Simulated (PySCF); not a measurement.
## Which basis set comes closest?

Molecule: `InChI=1S/C3H5NO/c1-2-3(4)5/h2H,1H2,(H2,4,5)`.

Atom-mapped SMILES (the numbers label the heavy atoms): `[CH2:1]=[CH:2][C:3]([NH2:4])=[O:5]`; H(Xn) means a hydrogen on atom n. Ha(C1) is cis to C3; Ha(N4) is cis to the C=O or C=S heteroatom; Hb(C1) is trans to C3; Hb(N4) is trans to the C=O or C=S heteroatom.

Geometry PBE0-D3(BJ)/def2-SVP throughout; GIAO in PySCF 2.14.0 with density-fitted response routines, gas phase, one conformer, non-relativistic; equivalent atoms averaged; functional PBE0.

Reference values (measured; solution, not stated per compound (mostly CDCl3 or CCl4); Pretsch, Buehlmann, Badertscher, Structure Determination of Organic Compounds, 4th ed. (2009)): δ(H(C2)) = 6.48 ppm, δ(Hb(C1)) = 5.71 ppm, δ(Ha(C1)) = 6.17 ppm. Computed shifts are taken against TMS, calculated as an isolated molecule at each level.

**Question.** How do the basis sets STO-3G, 6-31G, pcSseg-0, 6-31G*, def2-SVP, cc-pVDZ, pcSseg-1, aug-cc-pVDZ, 6-311+G(2d,p), def2-TZVP, cc-pVTZ, IGLO-III, pcSseg-2 perform against the reference? Times are CPU seconds on shared hosts with different chips, so compare them loosely.

**Answer.** 
| basis set | functions | H(C2) | Hb(C1) | Ha(C1) | mean abs. error H | core-s |
| --- | --- | --- | --- | --- | --- | --- |
| STO-3G | 30 | 5.70 | 5.56 | 6.33 | 0.36 | 1.3 |
| 6-31G | 55 | 6.11 | 6.05 | 7.22 | 0.59 | 2.7 |
| pcSseg-0 | 55 | 6.10 | 6.30 | 7.31 | 0.70 | 3.6 |
| 6-31G* | 80 | 5.76 | 5.71 | 6.71 | 0.42 | 3.6 |
| def2-SVP | 95 | 5.72 | 5.76 | 6.82 | 0.49 | 3.9 |
| cc-pVDZ | 95 | 5.77 | 5.77 | 6.81 | 0.47 | 6.4 |
| pcSseg-1 | 110 | 5.86 | 6.00 | 6.94 | 0.56 | 7.6 |
| aug-cc-pVDZ | 160 | 6.33 | 6.03 | 7.15 | 0.48 | 14 |
| 6-311+G(2d,p) | 165 | 6.22 | 5.94 | 7.03 | 0.45 | 8.5 |
| def2-TZVP | 185 | 6.22 | 5.92 | 7.02 | 0.44 | 10 |
| cc-pVTZ | 220 | 6.20 | 5.92 | 6.99 | 0.44 | 22 |
| IGLO-III | 225 | 6.22 | 5.95 | 7.04 | 0.46 | 23 |
| pcSseg-2 | 250 | 6.23 | 6.00 | 7.04 | 0.47 | 33 |

For $^{1}$H the closest is STO-3G (0.36 ppm) and the furthest pcSseg-0 (0.70 ppm). Where a smaller basis beats a larger one, errors probably cancel; the largest sets show where the functional converges. One molecule is a small sample, and vibrational and solvent effects are absent from the calculation.

A small basis that lands close on one nucleus may do so by chance; judge by the trend and by all nuclei.
